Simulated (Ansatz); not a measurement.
Born–Oppenheimer molecular dynamics of CH$_{5}$Al (7 atoms, charge 0, multiplicity 1). It starts from a rough guess of a transition structure, not a stationary point.

The calculation used Ansatz, UKS BHLYP-D4/def2-SVP.

```yaml
ensemble: NVE (velocity Verlet)
time_step: 0.5 fs
steps_asked: 150
starting_velocities_drawn_for: 100 K
seed: 268973
```

Frames 5 fs apart, positions in Å, forces in eV/Å.

Velocities at 15 fs (Å/ps):

```
Al -0.96 2.32 7.24
C 6.73 0.20 -10.26
H -58.27 -103.45 -35.30
H 0.63 6.19 16.53
H -10.83 14.50 -35.00
H 1.91 14.22 -4.49
H 12.09 3.93 -13.13
```

```xyz
7
Properties=species:S:1:pos:R:3:forces:R:3 time_fs=15 energy_less_start_eV=-1.050 T=1708
Al 0.103 0.334 1.704 0.13 0.24 1.42
C 0.219 -0.273 -0.639 0.13 0.10 -1.15
H 0.718 0.674 -0.271 -0.35 -1.06 -0.39
H -1.357 0.767 1.155 -0.19 0.06 -0.04
H 0.881 -0.704 -1.409 -0.10 0.31 0.19
H 0.151 -1.094 0.114 -0.14 0.68 -0.32
H -0.756 -0.009 -1.086 0.52 -0.34 0.30
7
Properties=species:S:1:pos:R:3:forces:R:3 time_fs=20 energy_less_start_eV=-1.080 T=1759
Al 0.099 0.346 1.747 0.06 0.27 1.29
C 0.232 -0.313 -0.722 0.91 2.66 -0.03
H 0.702 0.640 -0.258 -0.42 -1.36 -1.15
H -1.378 0.804 1.227 -0.09 -0.01 -0.11
H 0.839 -0.625 -1.551 0.75 -0.49 -0.07
H 0.140 -1.026 0.064 -0.07 -1.21 0.25
H -0.703 -0.021 -1.131 -1.15 0.13 -0.17
7
Properties=species:S:1:pos:R:3:forces:R:3 time_fs=25 energy_less_start_eV=-0.843 T=1402
Al 0.096 0.362 1.800 -0.21 0.26 0.66
C 0.237 -0.345 -0.823 0.56 2.86 1.13
H 0.789 0.703 -0.304 -1.59 -3.08 -1.56
H -1.416 0.839 1.276 0.24 -0.13 -0.03
H 0.910 -0.625 -1.660 -0.44 -0.16 0.68
H 0.127 -1.124 -0.013 0.40 0.53 -1.06
H -0.781 -0.041 -1.176 1.04 -0.29 0.18
7
Properties=species:S:1:pos:R:3:forces:R:3 time_fs=30 energy_less_start_eV=-1.050 T=1709
Al 0.091 0.379 1.860 -0.10 0.12 0.39
C 0.244 -0.347 -0.916 -1.39 -4.07 -2.16
H 0.711 0.417 -0.533 2.55 4.68 2.64
H -1.407 0.847 1.317 0.13 -0.08 -0.04
H 0.921 -0.682 -1.679 -0.06 -0.24 -1.01
H 0.186 -1.175 -0.254 -0.06 -0.77 1.03
H -0.734 -0.100 -1.218 -1.08 0.35 -0.84
7
Properties=species:S:1:pos:R:3:forces:R:3 time_fs=35 energy_less_start_eV=-0.716 T=1208
Al 0.085 0.398 1.924 0.21 -0.01 0.30
C 0.243 -0.390 -1.030 1.65 1.49 1.14
H 0.883 0.645 -0.460 -2.16 -3.37 -1.82
H -1.370 0.839 1.345 -0.19 0.03 -0.14
H 0.891 -0.759 -1.855 -0.42 0.74 0.23
H 0.241 -1.296 -0.352 -0.30 1.30 -0.22
H -0.788 -0.113 -1.389 1.21 -0.17 0.51
7
Properties=species:S:1:pos:R:3:forces:R:3 time_fs=40 energy_less_start_eV=-0.830 T=1393
Al 0.080 0.416 1.990 0.06 0.01 0.17
C 0.270 -0.410 -1.128 -3.33 -6.69 -4.57
H 0.679 0.302 -0.697 4.27 7.40 4.00
H -1.369 0.834 1.345 -0.06 0.01 -0.05
H 0.806 -0.708 -2.023 0.52 -0.11 0.05
H 0.229 -1.229 -0.443 -0.26 -0.86 0.33
H -0.691 -0.138 -1.490 -1.19 0.25 0.06
7
Properties=species:S:1:pos:R:3:forces:R:3 time_fs=45 energy_less_start_eV=-0.882 T=1462
Al 0.076 0.435 2.057 -0.22 0.08 -0.08
C 0.276 -0.473 -1.260 0.08 3.60 2.00
H 0.825 0.563 -0.651 -1.57 -3.27 -2.00
H -1.381 0.830 1.334 0.21 -0.07 0.11
H 0.827 -0.671 -2.186 0.18 -0.36 0.55
H 0.169 -1.277 -0.496 0.45 0.29 -0.90
H -0.752 -0.127 -1.546 0.87 -0.27 0.32
7
Properties=species:S:1:pos:R:3:forces:R:3 time_fs=50 energy_less_start_eV=-1.436 T=2299
Al 0.071 0.454 2.124 -0.09 0.02 -0.05
C 0.283 -0.484 -1.366 -0.70 -1.60 -0.99
H 0.744 0.321 -0.918 1.33 1.91 1.47
H -1.349 0.812 1.344 0.09 -0.03 0.04
H 0.891 -0.718 -2.255 -0.61 -0.19 0.20
H 0.193 -1.331 -0.685 0.34 -0.09 -0.04
H -0.724 -0.152 -1.569 -0.36 -0.03 -0.64
7
Properties=species:S:1:pos:R:3:forces:R:3 time_fs=55 energy_less_start_eV=-1.241 T=2012
Al 0.064 0.473 2.191 0.19 -0.06 0.06
C 0.275 -0.513 -1.482 1.77 2.01 1.80
H 0.907 0.389 -0.932 -1.81 -2.42 -1.32
H -1.301 0.789 1.362 -0.20 0.04 -0.10
H 0.866 -0.816 -2.329 0.01 0.29 -0.88
H 0.288 -1.418 -0.874 -0.29 0.21 0.53
H -0.746 -0.188 -1.709 0.33 -0.07 -0.08
7
Properties=species:S:1:pos:R:3:forces:R:3 time_fs=60 energy_less_start_eV=-1.397 T=2249
Al 0.059 0.492 2.258 0.03 -0.02 -0.03
C 0.287 -0.535 -1.585 1.50 -0.30 -0.14
H 0.896 0.277 -1.034 -1.17 -1.13 -1.10
H -1.289 0.774 1.360 -0.04 0.01 -0.01
H 0.813 -0.846 -2.539 -0.37 0.66 1.03
H 0.321 -1.461 -0.956 -0.46 0.83 -0.34
H -0.736 -0.230 -1.876 0.50 -0.05 0.59
7
Properties=species:S:1:pos:R:3:forces:R:3 time_fs=65 energy_less_start_eV=-1.429 T=2293
Al 0.055 0.511 2.325 -0.19 0.03 -0.18
C 0.308 -0.580 -1.703 -0.01 1.70 1.29
H 0.855 0.224 -1.161 -0.33 -0.34 -0.53
H -1.287 0.761 1.358 0.18 -0.03 0.14
H 0.735 -0.767 -2.640 1.22 -0.65 -1.31
H 0.256 -1.415 -1.051 0.07 -1.17 0.39
H -0.684 -0.261 -1.934 -0.95 0.47 0.19
7
Properties=species:S:1:pos:R:3:forces:R:3 time_fs=70 energy_less_start_eV=-1.000 T=1644
Al 0.049 0.530 2.390 -0.04 0.00 -0.08
C 0.315 -0.621 -1.820 0.38 2.35 1.06
H 0.911 0.320 -1.243 -1.53 -2.89 -1.54
H -1.249 0.743 1.385 0.04 -0.01 0.04
H 0.826 -0.785 -2.841 -0.89 -0.06 1.82
H 0.213 -1.524 -1.130 0.64 1.12 -1.15
H -0.747 -0.226 -1.946 1.39 -0.51 -0.16
```

Of the whole run (75 fs, mean temperature of the second half 1801 K): The conserved energy stayed within 2.3 meV per atom of its start (net change -1.2 meV per atom), so the integration is sound. The kinetic energy rose, since the run started high on the potential surface and went downhill. It ends in pieces (AlH + CH4), so much of that is their flight and rotation, not heat. A run of 0.075 ps of so small a system gives no equilibrium averages. The orbitals were unrestricted but ended closed-shell.

The run took 4.7 min on 1 thread of Arm Neoverse V2, on a shared host, peak memory 0.12 GiB.
